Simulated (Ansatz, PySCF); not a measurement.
This PySCF input computes a PBE0/def2-TZVPD energy:

```python
from pyscf import gto, scf, dft

mol = gto.M(
    atom='''
    C    -0.62771000    0.13746760   -0.11720572
    C     0.57033210   -0.02366363    0.31751486
    H    -1.11372761   -0.16846940   -1.06751401
    H     1.45799498   -0.51435441   -0.13434084
    ''',
    basis='def2-tzvpd',
    charge=-1,
    spin=1,
    verbose=4,
)

mf = dft.UKS(mol, xc='pbe0').density_fit(auxbasis='def2-universal-jkfit')
mf.grids.level = 3
mf.conv_tol = 1e-9
mf.max_cycle = 100
mf.max_memory = 1500
mf.kernel()
if not mf.converged:
    mf = mf.newton()
    mf.kernel(mf.make_rdm1())
for _ in range(2):
    mo, _, stable, _ = mf.stability(return_status=True)
    if stable:
        break
    mf.kernel(mf.make_rdm1(mo, mf.mo_occ))
mf.analyze()
```

Write an input for the same energy in Ansatz (a first-principles code) and say what it gives.


Ansatz 0.2 input:
```yaml
crystal:
  periodic: [false, false, false]
  atoms:
    - {symbol: C, position_ang: [-0.62771000, 0.13746760, -0.11720572]}
    - {symbol: C, position_ang: [0.57033210, -0.02366363, 0.31751486]}
    - {symbol: H, position_ang: [-1.11372761, -0.16846940, -1.06751401]}
    - {symbol: H, position_ang: [1.45799498, -0.51435441, -0.13434084]}
basis:
  gaussian:
    orbitals: def2-TZVPD
hamiltonian:
  xc: {name: PBE0}
total_charge: -1
magnetization: {spin_polarized: true, initial_magnetization: 1}
output: {forces: true}
```
It gives -77.19838 Eh, and PySCF -77.19840 Eh, a difference of 0.02 mEh, from the treatment of integrals and grids.
